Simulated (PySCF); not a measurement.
Computed with B3LYP-D3(BJ)/def2-TZVP (PySCF 2.14.0). Gas-phase values, no solvent. B3LYP has the VWN-RPA correlation part, as in Gaussian. 

Reference species (SMILES): `N#CO[SiH3]` (neutral, multiplicity 1).

The S1 oscillator strength is 0.003. The dipole moment comes out as 4.71 D.

Changed species: `C#N` (X = H; the reference has X = siloxy).

### Question
Predict the effect on the S1 oscillator strength and dipole moment.

### Answer
the S1 oscillator strength stays essentially unchanged; the dipole moment decreases by 1.68 D, to 3.03 D.
